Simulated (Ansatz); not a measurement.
# fcc Ni

These are HSE06 (plane waves, PAW; Ansatz, an electronic-structure program) values and carry that method's errors.

Settings: plane-wave cutoff 500 eV, 10×10×8 k mesh (along the axes of the cell as run), Fermi–Dirac smearing 0.1 eV, ferromagnetic start, spin-polarised with parallel moments, scalar-relativistic PAW data made under PBE.

Cell: relaxed with r²SCAN: a = b = c = 3.479 Å, α = β = γ = 90.00°.

```json
{
 "magnetic moment per atom (the cell's total over its atoms)": "0.84 μB"
}
```

Note: exact exchange on metals is sensitive to the k mesh and can open a false gap; the run warned that the count of filled bands differs between k points; cell and atoms aren't relaxed at this level (pressure 4.7 GPa).

Moments are spin moments.

The computed numbers hold no vibrational or temperature effects.

The result took around 6 core-minutes (rough).
